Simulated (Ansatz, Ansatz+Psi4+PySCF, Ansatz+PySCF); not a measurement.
```csv
atom,x (Å),y (Å),z (Å)
O,0.0000,0.0000,0.1088
H,0.0000,0.0000,-1.3598
```

Basis set: cc-pVTZ (spherical functions). Left uncorrelated: 1 orbital. Correlation on ROHF uses semicanonical orbitals with singles. Charge 0, multiplicity 2.

Computed with Ansatz (development build ahead of 0.2.0); each method stands on the lowest determinant of its kind that the runs found.

Question: Give the atomization energy at this shape (free ground-state atoms in the same class of orbitals less the molecule, no zero-point energy) of doublet OH by ROHF-CCSD(T), UHF-CCSD(T), ROHF-MP2, UHF-MP2, ROHF, UHF.

Answer:

| method | atomization energy |
| --- | --- |
| ROHF-CCSD(T) | 51.27 kcal/mol |
| UHF-CCSD(T) | 50.73 kcal/mol |
| ROHF-MP2 | 46.36 kcal/mol |
| UHF-MP2 | 32.93 kcal/mol |
| ROHF | 0.60 kcal/mol |
| UHF | 12.13 kcal/mol |

Caution: the shape is not the minimum. Caution for ROHF-CCSD(T), ROHF-MP2, ROHF: an unrestricted determinant lies well below. Caution for UHF-CCSD(T), UHF-MP2: large amplitudes, a single reference is doubtful. Caution for UHF-CCSD(T), UHF-MP2, UHF: the unrestricted determinant is spin contaminated. Caution for UHF-MP2: another reference gives a lower total.
